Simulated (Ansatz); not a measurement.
How far each method lies from UCCSDT(Q) for H$_{3}$Ge–CH, triplet

Geometry: a PBE0/def2-TZVP stationary point for this spin, not checked as a minimum.

```xyz
6

Ge    0.0000    0.0107    0.2714
C     0.0000   -0.1101   -1.6244
H     0.0000    1.4904    0.7010
H     1.2516   -0.6845    0.8323
H    -1.2516   -0.6845    0.8323
H     0.0000    0.4197   -2.5678
```

Basis cc-pVDZ; Ansatz 0.2.0. Correlated methods freeze the noble-gas cores and the filled d shells of p-block atoms, which leaves 12 electrons in 46 orbitals. Prefix R: restricted or restricted open-shell reference; prefix U: unrestricted. No spin–orbit coupling is included, and no scalar relativity.

Full CI isn't at hand for all of this; UCCSDT(Q) serves as the reference, and is uncertain by about the last step of the cluster series.

```
UHF ⟨S²⟩                          : 2.025
T1 diagnostic (RCCSD)             : 0.0208
largest doubles amplitude (RCCSD) : 0.026
T1 diagnostic (UCCSD)             : 0.0131
```

Question: From what is known of these methods and the diagnostics, rank them by the size of their error in total energy against UCCSDT(Q) in cc-pVDZ, smallest first (an estimate: the text doesn't fix the numbers).
A. UHF
B. UCCSDT
C. UCCSD
D. UMP2
E. UCCSD(T)

Answer: B (0.14 kcal/mol), E (0.77 kcal/mol), C (3.79 kcal/mol), D (29.78 kcal/mol), A (146.10 kcal/mol).

All errors are against UCCSDT(Q) in cc-pVDZ. Within each family the higher level lies nearer, as is usual though not guaranteed.

Atomization energy (electronic, same basis, no zero-point term; atoms at the same level, unrestricted beside the R rows where the molecule is a closed shell, but restricted open-shell past Ca, as are all atoms' steps beyond CCSDT(Q)) at UCCSDT(Q): 1455.5 kJ/mol. Errors of other levels:

```json
{"level": "UHF", "error (kJ/mol)": "-258.0"}
{"level": "UMP2", "error (kJ/mol)": "-20.5"}
{"level": "UCCSD", "error (kJ/mol)": "-9.7"}
{"level": "UCCSD(T)", "error (kJ/mol)": "-1.5"}
{"level": "UCCSDT", "error (kJ/mol)": "-0.5"}
```

This basis is far from its limit, so the value isn't to be set against a measured one.
